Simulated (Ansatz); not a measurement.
We consider 1T (CdI2-type) PtS2, described by r²SCAN-D4 (Ansatz, a program for electronic structure, PAW).

Estimate the interlayer binding energy, layer repeat distance and gap between the layers that the calculation returns.


- interlayer binding energy: 19.9 meV/Å²
- layer repeat distance: 5.200 Å
- gap between the layers: 2.749 Å

Spin–orbit coupling is not included.

Static lattice: no zero-point or thermal effects.
